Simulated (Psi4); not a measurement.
Reaction (SMILES): O (H2O) + H+ → [OH3+]
B3LYP-D3(BJ)/def2-TZVP geometries, fixed; electronic energies without zero-point terms; positive where energy is released.
Largest species:
```xyz
4

O      0.0646     0.0016     0.0270
H      0.0018     0.8028    -0.5358
H      0.0191    -0.8364    -0.4814
H     -0.5378     0.0209     0.8012
```
Charge +1, spin multiplicity 1.

Energies in hartree at MP2 with Psi4; the proton affinity is their sum with the coefficients shown, times 627.509 kcal/mol a hartree; the bare proton counts zero. All functions are spherical. Density fitting with the program's default auxiliary sets. Cores are frozen. No added dispersion term, no relativity.

```csv
species,coefficient,part,cc-pVDZ,cc-pVTZ,cc-pVQZ
O (H2O),+1,Hartree-Fock,-76.02643,-76.05675,-76.06441
O (H2O),+1,correlation,-0.20191,-0.26174,-0.28311
[OH3+],-1,Hartree-Fock,-76.31117,-76.33886,-76.34504
[OH3+],-1,correlation,-0.20315,-0.25701,-0.27622
```

**Question.** Predict the proton affinity in cc-pV5Z (X = 5): let each Hartree-Fock step shrink by the ratio of the last two, and fit each correlation energy at X = 3 and 4 to E + A/X^3. Compare with the run.

**Answer.** 
- O (H2O): steps -0.03032 and -0.00766, ratio 0.253, so Hartree-Fock -76.06635 (run: -76.06666); A = (-0.26174 - (-0.28311))/(1/27 - 1/64) = 0.9980, correlation -0.28311 - A/64 + A/125 = -0.29072 (run: -0.29185).
- [OH3+]: steps -0.02769 and -0.00618, ratio 0.223, so Hartree-Fock -76.34642 (run: -76.34660); A = (-0.25701 - (-0.27622))/(1/27 - 1/64) = 0.8972, correlation -0.27622 - A/64 + A/125 = -0.28306 (run: -0.28375).
Predicted 170.94 kcal/mol; the run in cc-pV5Z gives 170.58, a miss of 0.36. Keeping the value in cc-pVQZ, 171.77, would miss by 1.19. All sums are of the energies as printed.
